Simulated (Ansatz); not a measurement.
## Molecular dynamics of CH₆AlN

Input:

```yaml
crystal:
  periodic: [false, false, false]
  atoms:
    - { symbol: Al, position_ang: [0.038555, -0.15148, -0.17641] }
    - { symbol: H, position_ang: [0.047024, -0.370817, 1.407533] }
    - { symbol: "N", position_ang: [1.674977, 0.015284, -0.803424] }
    - { symbol: H, position_ang: [2.477614, 0.12636, -0.182291] }
    - { symbol: H, position_ang: [1.930776, 0.138913, -1.742376] }
    - { symbol: C, position_ang: [-1.779747, 0.072039, -0.894209] }
    - { symbol: H, position_ang: [-2.513609, -0.5997, -0.468445] }
    - { symbol: H, position_ang: [-2.161041, 1.028847, -0.599303] }
    - { symbol: H, position_ang: [-1.767969, 0.084421, -1.996992] }
basis:
  gaussian: { orbitals: def2-SVP }
hamiltonian:
  xc: hf
md:
  timestep: 0.5
  n_steps: 250
  ensemble: nvt_nose_hoover
  temperature: 200.0
  initial_velocities: maxwell_boltzmann
  seed: 622620
```

Command:

```bash
$ ansatz run input.yaml --threads 1 --pin off --max-ram 2048MiB --backend cpu --events-out ev --progress --plain --runs-dir out
```

It goes on from the last frame of an earlier run, with new velocities.

Output, in part (one step line in 9, the closing report, with atoms numbered from 0):

```
md step     0: t =     0.00 fs  T =   200.0 K  F+E_penalty+E_count = -9186.81305437 eV  E_kin = 0.180964 eV  conserved = -9186.63209037 eV  (24 SCF iters)
md step     9: t =     4.50 fs  T =   169.7 K  F+E_penalty+E_count = -9186.78497869 eV  E_kin = 0.153510 eV  conserved = -9186.63143499 eV  (22 SCF iters)
md step    18: t =     9.00 fs  T =   176.1 K  F+E_penalty+E_count = -9186.79072442 eV  E_kin = 0.159377 eV  conserved = -9186.63131268 eV  (22 SCF iters)
md step    27: t =    13.50 fs  T =   270.7 K  F+E_penalty+E_count = -9186.87665479 eV  E_kin = 0.244963 eV  conserved = -9186.63160715 eV  (22 SCF iters)
md step    36: t =    18.00 fs  T =   218.4 K  F+E_penalty+E_count = -9186.82976138 eV  E_kin = 0.197580 eV  conserved = -9186.63171533 eV  (22 SCF iters)
md step    45: t =    22.50 fs  T =   299.2 K  F+E_penalty+E_count = -9186.90383160 eV  E_kin = 0.270727 eV  conserved = -9186.63215911 eV  (23 SCF iters)
md step    54: t =    27.00 fs  T =   278.1 K  F+E_penalty+E_count = -9186.88529895 eV  E_kin = 0.251632 eV  conserved = -9186.63158102 eV  (22 SCF iters)
md step    63: t =    31.50 fs  T =   277.0 K  F+E_penalty+E_count = -9186.88551537 eV  E_kin = 0.250612 eV  conserved = -9186.63139309 eV  (23 SCF iters)
md step    72: t =    36.00 fs  T =   296.7 K  F+E_penalty+E_count = -9186.90617679 eV  E_kin = 0.268464 eV  conserved = -9186.63164240 eV  (22 SCF iters)
md step    81: t =    40.50 fs  T =   202.0 K  F+E_penalty+E_count = -9186.82295714 eV  E_kin = 0.182795 eV  conserved = -9186.63175067 eV  (22 SCF iters)
md step    90: t =    45.00 fs  T =   265.9 K  F+E_penalty+E_count = -9186.88385526 eV  E_kin = 0.240618 eV  conserved = -9186.63240513 eV  (25 SCF iters)
md step    99: t =    49.50 fs  T =   250.6 K  F+E_penalty+E_count = -9186.87308042 eV  E_kin = 0.226771 eV  conserved = -9186.63288868 eV  (22 SCF iters)
md step   108: t =    54.00 fs  T =   253.7 K  F+E_penalty+E_count = -9186.87818741 eV  E_kin = 0.229580 eV  conserved = -9186.63286940 eV  (22 SCF iters)
md step   117: t =    58.50 fs  T =   267.2 K  F+E_penalty+E_count = -9186.89322727 eV  E_kin = 0.241807 eV  conserved = -9186.63246947 eV  (22 SCF iters)
md step   126: t =    63.00 fs  T =   141.1 K  F+E_penalty+E_count = -9186.78086609 eV  E_kin = 0.127674 eV  conserved = -9186.63158653 eV  (23 SCF iters)
md step   135: t =    67.50 fs  T =   220.5 K  F+E_penalty+E_count = -9186.85613925 eV  E_kin = 0.199478 eV  conserved = -9186.63211605 eV  (23 SCF iters)
md step   144: t =    72.00 fs  T =   139.5 K  F+E_penalty+E_count = -9186.78565245 eV  E_kin = 0.126241 eV  conserved = -9186.63217843 eV  (22 SCF iters)
md step   153: t =    76.50 fs  T =   220.5 K  F+E_penalty+E_count = -9186.86171129 eV  E_kin = 0.199477 eV  conserved = -9186.63277462 eV  (22 SCF iters)
md step   162: t =    81.00 fs  T =   211.3 K  F+E_penalty+E_count = -9186.85615066 eV  E_kin = 0.191199 eV  conserved = -9186.63289848 eV  (22 SCF iters)
md step   171: t =    85.50 fs  T =   176.4 K  F+E_penalty+E_count = -9186.82646076 eV  E_kin = 0.159602 eV  conserved = -9186.63258480 eV  (21 SCF iters)
md step   180: t =    90.00 fs  T =   212.2 K  F+E_penalty+E_count = -9186.86093521 eV  E_kin = 0.192032 eV  conserved = -9186.63202677 eV  (22 SCF iters)
md step   189: t =    94.50 fs  T =   123.1 K  F+E_penalty+E_count = -9186.78226983 eV  E_kin = 0.111390 eV  conserved = -9186.63108224 eV  (23 SCF iters)
md step   198: t =    99.00 fs  T =   242.1 K  F+E_penalty+E_count = -9186.89363140 eV  E_kin = 0.219070 eV  conserved = -9186.63163035 eV  (23 SCF iters)
md step   207: t =   103.50 fs  T =   208.5 K  F+E_penalty+E_count = -9186.86785699 eV  E_kin = 0.188627 eV  conserved = -9186.63185412 eV  (22 SCF iters)
md step   216: t =   108.00 fs  T =   246.9 K  F+E_penalty+E_count = -9186.90672286 eV  E_kin = 0.223428 eV  conserved = -9186.63225759 eV  (23 SCF iters)
md step   225: t =   112.50 fs  T =   244.5 K  F+E_penalty+E_count = -9186.90919862 eV  E_kin = 0.221234 eV  conserved = -9186.63227734 eV  (22 SCF iters)
md step   234: t =   117.00 fs  T =   226.6 K  F+E_penalty+E_count = -9186.89736005 eV  E_kin = 0.205007 eV  conserved = -9186.63210995 eV  (22 SCF iters)
md step   243: t =   121.50 fs  T =   276.2 K  F+E_penalty+E_count = -9186.94797401 eV  E_kin = 0.249947 eV  conserved = -9186.63188394 eV  (23 SCF iters)
md step   250: t =   125.00 fs  T =   233.6 K  F+E_penalty+E_count = -9186.91512810 eV  E_kin = 0.211365 eV  conserved = -9186.63193831 eV  (25 SCF iters)
Total energy: -9186.91512810 eV, -337.6129038430 hartree
Atom 0 at     0.027427    -0.157991    -0.089563 Å, force     0.465212    -0.101169     0.613031 eV/Å
Atom 1 at     0.146704    -0.590672     1.443795 Å, force    -0.086678     0.017720    -0.150447 eV/Å
Atom 2 at     1.619361     0.038574    -0.867218 Å, force    -1.392328     0.626641    -1.490649 eV/Å
Atom 3 at     2.485548    -0.138230    -0.453859 Å, force     1.193115    -0.307848     0.826918 eV/Å
Atom 4 at     1.792798     0.395520    -1.802446 Å, force    -0.230993    -0.263490     0.522436 eV/Å
Atom 5 at    -1.710546     0.082250    -0.958185 Å, force     1.015554    -0.013833    -0.900711 eV/Å
Atom 6 at    -2.513508    -0.388065    -0.432897 Å, force    -0.545980    -1.004409     0.166801 eV/Å
Atom 7 at    -2.039699     1.098076    -0.997659 Å, force     0.051193     1.185180    -0.103178 eV/Å
Atom 8 at    -1.612937    -0.239623    -2.014699 Å, force    -0.469094    -0.138793     0.515799 eV/Å
Dipole moment:     0.096026     0.098103    -0.255068 e Å
```

All steps were run. The conserved energy stayed within 0.14 meV per atom of its start (net change 0.017 meV per atom), so the integration is sound. A run of 0.12 ps of so small a system gives no equilibrium averages.

The same pairs are bonded in the first frame and the last. Pairs count as bonded within 1.25 times the sum of covalent radii (0.12 Å more for H–H).

Last frame:

```xyz
9
Properties=species:S:1:pos:R:3
Al 0.027 -0.158 -0.090
H 0.147 -0.591 1.444
N 1.619 0.039 -0.867
H 2.486 -0.138 -0.454
H 1.793 0.396 -1.802
C -1.710 0.082 -0.958
H -2.514 -0.388 -0.433
H -2.040 1.098 -0.998
H -1.613 -0.240 -2.015
```

Time of the run: 3.7 min on 1 thread of Arm Neoverse V1 (shared host), peak memory 0.12 GiB.
